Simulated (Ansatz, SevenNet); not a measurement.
For wurtzite AlN, the machine-learned potential SevenNet-l3i5 (trained on PBE and PBE+U data) gives:

```
Quantity                         Result
------------------------------  -------
lattice constant a              3.130 Å
c axis length                   5.011 Å
elastic constant C11            366 GPa
elastic constant C44            110 GPa
Voigt–Reuss–Hill shear modulus  115 GPa
```

Q: What does PBE0 in Ansatz (PAW) give for the same quantities?

A: 
- lattice constant a: 3.105 Å (drops by 0.8 %)
- lattice parameter c: 4.968 Å (shrinks by 0.9 %)
- elastic constant C11: 408 GPa (goes up by 11 %)
- elastic constant C44: 123 GPa (increases by 12 %)
- Voigt–Reuss–Hill shear modulus: 131 GPa (grows by 14 %)

For comparison: lattice constant a 3.111 Å (measured, low temperature, extrapolated to low temperature; as tabulated in arXiv:1206.3780); lattice parameter c 4.979 Å (measured, low temperature, extrapolated to low temperature; as tabulated in arXiv:1206.3780); elastic constant C11 410 GPa (measured, temperature not stated, not corrected to a static lattice; as tabulated in Oses et al. (2018), arXiv:1811.08464); elastic constant C44 125 GPa (measured, temperature not stated, not corrected to a static lattice; as tabulated in Oses et al. (2018), arXiv:1811.08464); Voigt–Reuss–Hill shear modulus 133 GPa (measured, temperature not stated, no zero-point or thermal correction, Hill average of measured single-crystal constants; as tabulated in Oses et al. (2018), arXiv:1811.08464).

Changes are worked out from the printed values.

Unless a cell is named, each level is at its own relaxed cell (SevenNet-l3i5 10.63, PBE0 10.37 Å³/atom).

Ansatz's density-functional and Hartree–Fock values are scalar-relativistic unless marked +SOC, with PAW data made under PBE.

Ansatz is a quantum-chemistry and plane-wave program.
